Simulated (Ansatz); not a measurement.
H3Si− (`[SiH3-]`), relaxed with RKS PBE0-D4/def2-TZVPD in Ansatz 0.2.0 from a GFN2-xTB geometry. The force threshold is 0.005 eV/Å; the program also tests the step.

Total charge -1; spin multiplicity 1.

Start:

```xyz
4

Si    0.000    0.000    0.000
H     0.746   -0.644    0.412
H     0.210    0.566   -0.881
H    -0.956    0.078    0.470
```

Problem. By how much does the energy fall, and how many steps does the optimiser take? (An estimate is asked.)

Solution. Computed: 1018.61 kJ/mol, in 6 steps.

Problem. Which bonds change most? (An estimate is asked.)

Solution. Computed: Si1–H2 from 1.068 to 1.546 Å; Si1–H4 from 1.068 to 1.546 Å; Si1–H3 from 1.068 to 1.546 Å.

Problem. Give the relaxed structure. (Best estimate.)

Solution. The calculation gave: 
```xyz
4

Si    0.210    0.467    0.350
H     0.842   -0.943    0.386
H     0.187    0.536   -1.194
H    -1.239   -0.060    0.458
```
